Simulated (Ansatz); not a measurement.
System: diamond. Method: Hartree–Fock (plane waves, PAW; Ansatz, an electronic-structure program).

From the output:

```
WARN output.stress: scf.exx.energy_threshold = 1e-6 eV is looser than the 2e-8 eV advised for a stress under a hybrid functional (1e-8 eV for each atom of the …
Crystal: 2 atoms, lattice volume = 11.192 Å³
Basis set: ecut = 460 eV, 259 PW (Γ), exchange–correlation on 36×36×36 points (8 copies of the dense FFT grid, shifted against one another)
Bands: 8, of which v1, the nominal top of the filled ones, is band 4 counted from 1 (3 counted from 0)
Symmetry: 48 space group operations
Space group: Fd-3m (ITA 227), of the structure as read, at distance tolerance 2.2e-5 Å
k-points: 72 of 1728
Functional: x = pbe(κ = 0.804, μ = 0.2195149727645171), c = none, warm-up for x = 0 pbe(κ = 0.804, μ = 0.2195149727645171) + 1 exact, c = none
SCF iter   1: F=—  HF=-489.508925 eV  |F-HF|=—  |Δ(HF+E_count)|=         —  Δρ=1.44e-2  dr2=1.71e-2
SCF iter   2: F=—  HF=-489.502652 eV  |F-HF|=—  |Δ(HF+E_count)|=   6.27e-3  Δρ=5.69e-3  dr2=2.77e-3
  ...
Crystal: 2 atoms, lattice volume = 11.192 Å³
Initial density: handed on by an earlier stage of this run
Functional: x = 0 pbe(κ = 0.804, μ = 0.2195149727645171) + 1 exact, c = none
Crystal: 2 atoms, lattice volume = 11.192 Å³
Crystal: 2 atoms, lattice volume = 11.192 Å³
Crystal: 2 atoms, lattice volume = 11.192 Å³
SCF iter   2: F=—  HF=-490.859057 eV  |F-HF|=—  |Δ(HF+E_count)|=   2.85e-9  Δρ=5.88e-6  dr2=1.77e-9
SCF iter   3: F=-490.859057 eV  HF=-490.859057 eV  |F-HF|=2.23e-11  |Δ(HF+E_count)|=  4.37e-10  Δρ=7.61e-7  dr2=6.15e-11
SCF 5 converged in 3 iterations: F = -490.859057 eV  dr2 = 6.15e-11
Free energy (F): -490.859057 eV
Internal energy: -490.859057 eV  (E = F + TS)
E sigma→0 (E₀):  -490.859057 eV
Fermi energy:    17.054549 eV
--- Forces (eV/Å), atoms counted from 1 ---
  atom   1  C      0.00000000     0.00000000     0.00000000
  atom   2  C      0.00000000     0.00000000     0.00000000
--- Stress (GPa, compression-positive) ---
        0.002172       0.000000      -0.000000
        0.000000       0.002172       0.000000
       -0.000000       0.000000       0.002172
  P = ⅓ Tr σ = 0.0022 GPa (0.022 kbar)
```

Task: Write an input file that could have produced this run (the log leaves some choices open).

Result: One answer among several that fit: 
Ansatz 0.2 input:
```yaml
crystal:
  lattice:
    - [0.0, 1.7753628449, 1.7753628449]
    - [1.7753628449, 0.0, 1.7753628449]
    - [1.7753628449, 1.7753628449, 0.0]
  atoms:
    - { symbol: C, position: [0.0, 0.0, 0.0] }
    - { symbol: C, position: [0.25, 0.25, 0.25] }
basis:
  ecutwfc: 460
  ecutrho_ratio: 4
  xc_grid: 2
kpoints:
  mp_grid: { grid: [12, 12, 12] }
  band_path: { path: [[0, 0, 0], [0.361111, 0, 0.361111]], npoints: 1 }
hamiltonian:
  xc: hf
  dispersion: none
  pseudopotentials: { kind: paw }
scf:
  occupations: { method: fermi_dirac, width: 0.01 }
  convergence: { dr2_threshold: 0.0000000002 }
output:
  forces: true
  stress: true
  eigenvalues: true
  write_bands: true
```

The PAW data were made under PBE.

It cost about 50 core-seconds (a rough figure) of CPU time.
